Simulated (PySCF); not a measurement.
C2H2Cl4.
Structure used (PBE0-D3(BJ)/def2-SVP), in Å, numbered top down from 1:
```
atom  x, y, z in Å
Cl1    0.604   -1.879   -0.843
C2     0.612   -0.389    0.115
Cl3    2.017    0.603   -0.307
C4    -0.679    0.397   -0.121
Cl5   -0.671    1.886    0.839
Cl6   -2.084   -0.596    0.300
H7     0.695   -0.665    1.174
H8    -0.761    0.673   -1.180
```

All values: CAM-B3LYP/def2-SVPD (PySCF, non-relativistic), on one gas-phase PBE0-D3(BJ)/def2-SVP geometry that isn't relaxed in the solvent. The solvent is an IEF-PCM continuum (van der Waals radii × 1.2), and excitations are vertical TDDFT with non-equilibrium linear response and a frozen core. Only the electrostatic response of the medium enters.

```tsv
run	E − E(gas) (kJ/mol)	HOMO (eV)	HOMO–LUMO gap (eV)	dipole (D)	lowest singlet (eV)	static polarisability (au)
gas	0.00	-10.08	10.54	0.00	6.94	79.9
P	-17.57	-10.01	10.60	0.00	7.01	109.6
Q	-16.71	-10.01	10.60	0.00	7.01	107.9
```

**Question.** The runs were made in acetone and dimethylsulfoxide. Which run belongs to which solvent?

**Answer.** P = dimethylsulfoxide, Q = acetone. The dielectric constants are 20.49 (acetone), 46.83 (dimethylsulfoxide), and the energy falls further as ε rises. The optical constants n² used for the excitations are 1.85, 2.19 in the same order. In this model the ground state sees the solvent through ε alone.

**Question.** How constant is the ratio of the lowering to (ε − 1)/(2ε + 1)?

**Answer.** 
| solvent | (ε − 1)/(2ε + 1) | E − E(gas) (kJ/mol) | ratio (kJ/mol) | polarisation term (kJ/mol) |
| --- | --- | --- | --- | --- |
| acetone | 0.464 | -16.71 | -36.0 | -18.49 |
| dimethylsulfoxide | 0.484 | -17.57 | -36.3 | -19.54 |

The ratio changes by +0.8 % in size from acetone to dimethylsulfoxide. The polarisation term is half the interaction of the solute with the induced surface charges.
